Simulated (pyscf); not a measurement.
Single points on ωB97X-D3(BJ)/def2-SVP structures (PySCF, gas phase).

Question: For F–MoH(F)(F)(F)–S–SiH₃ → F–Mo(F)(F)(F)=S + silane (SiH₄), an elimination (singlet surface; S–Si, H–Mo broken, H–Si formed), PBE/def2-TZVP gives ΔE‡ = 76.0 kJ/mol and ΔE = -68.0 kJ/mol (zero: the reactant's lowest minimum found). In which direction and how far do r²SCAN/def2-TZVP, M06-2X/def2-TZVP, ωB97M-D3(BJ)/def2-TZVP move these?

Answer: r²SCAN: ΔE‡ = 79.5 kJ/mol, ΔE = -66.3 kJ/mol; M06-2X: ΔE‡ = 96.3 kJ/mol, ΔE = -71.6 kJ/mol; ωB97M-D3(BJ): ΔE‡ = 100.2 kJ/mol, ΔE = -63.0 kJ/mol. PBE's barrier lies under all of them, by 3.5 to 24.2 kJ/mol. Its reaction energy lies among theirs. This is the saddle that the search found; another between the same sides may lie lower. Elements past Kr carry the def2 core potentials, without spin-orbit coupling.
